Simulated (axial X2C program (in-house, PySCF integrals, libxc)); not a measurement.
# Potential curves of BCl⁻, 2c

Calculated with an in-house relativistic program for diatomic molecules. Two-component (2c) means X2C with spin–orbit coupling and atomic mean-field two-electron Coulomb and Gaunt terms. Basis: Cl dyall-av3z [9s8p3d2f], B dyall-av3z [8s7p3d2f] (cores contracted in-house); Gaussian nuclei, density fitting, unrestricted open shells. Masses: Cl 34.969 u, B 11.009 u.

State: Ω = 1/2 (⟨Sz⟩ = -0.50, ⟨Lz⟩ = 1.00 at PBE0). Energies in eV from the fragments at the same level (Cl- + B). Fits are polynomials in 1 − R0/R over 0.85 to 1.23 times the lowest point R0.

```csv
R (Å),PBE0,TPSS
1.6243,-1.3975,-1.2805
1.6990,-1.6378,-1.5258
1.7550,-1.7355,-1.6248
1.8110,-1.7834,-1.6727
1.8670,-1.7948,-1.6839
1.9323,-1.7750,-1.6647
1.9977,-1.7303,-1.6222
2.0817,-1.6495,-1.5458
2.1844,-1.5306,-1.4331
2.3338,-1.3423,-1.2526
```

The state is a single determinant with fixed occupations, the lowest that a limited PBE0 search found. De is counted from the lowest determinant-based energies of the atoms at the same level, without counterpoise correction. Density functionals use the spin component along the axis (collinear). The highest occupied level is positive at some bond lengths even in Hartree–Fock (under at least one Hamiltonian), so the basis set holds the extra electron there; where that holds at Re the anion is at best weakly bound and its constants depend on the basis. In 2c an atomic determinant is not the ground J level, so De misses part of the atomic spin–orbit lowering. This holds for PBE0, TPSS. The functionals have no current-density term, which raises determinants with orbital currents, atoms included.

Question: What are Re, ωe and De at the PBE0 level?

Answer: At PBE0, 2c: Re = 1.860 Å, ωe ≈ 533 cm⁻¹, De = 1.79 eV to Cl- + B; Be follows as 0.582 cm⁻¹.

Question: Fit the TPSS curve near its minimum: give the equilibrium distance, the harmonic wavenumber and the well depth.

Answer: At TPSS, 2c: Re = 1.860 Å, ωe ≈ 528 cm⁻¹, De = 1.68 eV to Cl- + B; Be follows as 0.582 cm⁻¹.
